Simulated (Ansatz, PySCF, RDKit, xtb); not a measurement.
# CH2O+: a search for the lowest isomer

Only the formula CH2O+ is given (charge +1, odd number of electrons). Aim: find the structure of lowest free energy at 298.15 K, then its properties.

Plan: many cheap relaxations first (GFN2-xTB), then density-functional screening, relaxation at PBE0-D3(BJ)/def2-SVP, vibrations and a final energy. The numbers are computed, not measured.

3 further runs of the same task are left out: 3 set aside as unsound or not needed.

## (1) Candidates

All bonding patterns within simple valence rules are listed by program: one Lewis structure each, at most two rings and one unusual centre or charged pair. O–O, O–halogen and N–halogen bonds and N–N–N chains are not drawn. That gives 2 candidates.

| label | SMILES | spin |
| --- | --- | --- |
| c405 | [CH]=[OH+] | doublet |
| c624 | [CH2+][O] | doublet |

Candidates are built by distance geometry, with a force field where one applies, in up to four conformers (letters a to d). 10 starts with atoms placed at random are added, to find patterns that the rules miss.

**Question.** With final energies at CCSD(T)/def2-TZVPP, which structure will this search put lowest in free energy, and by what margin?

| quantity | value |
| --- | --- |
| lowest structure found | [CH2+][O], doublet, C2v |
| next finalist | [CH]=[OH+], doublet, 6.1 kcal/mol higher in G |
| share at equilibrium, among the finalists | 100.0 % |
| harmonic wavenumbers, lowest and highest (PBE0-D3(BJ)/def2-SVP) | 835 and 2900 cm⁻¹ |
| rotational constants, same geometry | 8.74, 1.341, 1.163 cm⁻¹ |
| HOMO energy (highest over α and β) (PBE0/def2-TZVPD) | -19.14 eV |
| LUMO energy (lowest over α and β) (PBE0/def2-TZVPD) | -13.64 eV |
| lowest excitation (TD-CAM-B3LYP/def2-SVPD) | 3.99 eV (f = 0.000) |
| strongest of the states computed, same level | 6.79 eV (f = 0.035) |
| vertical ionisation energy (to the singlet ion of charge +2) | 22.60 eV |
| vertical recombination energy (electron added) | 10.72 eV |
| vertical quartet less doublet | +6.63 eV |

The search ends on `[CH2+][O]`. The margin of 6.1 kcal/mol over the next finalist is beyond the usual error of the last level; it says nothing of structures that weren't ranked. GFN2-xTB, HF/STO-3G, r2SCAN-D4/def2-SVP, PBE0-D3(BJ)/def2-SVP and HF/def2-TZVPP already put its bonding pattern lowest among the structures in one piece; MP2/def2-TZVPP favours the doublet [CH]=[OH+]. The stability test raises a flag; for an open shell a flag towards a general spinor solution can be the free rotation of the spin. Lowest found is not proven lowest: the search is finite, and each finalist counts with one conformer.
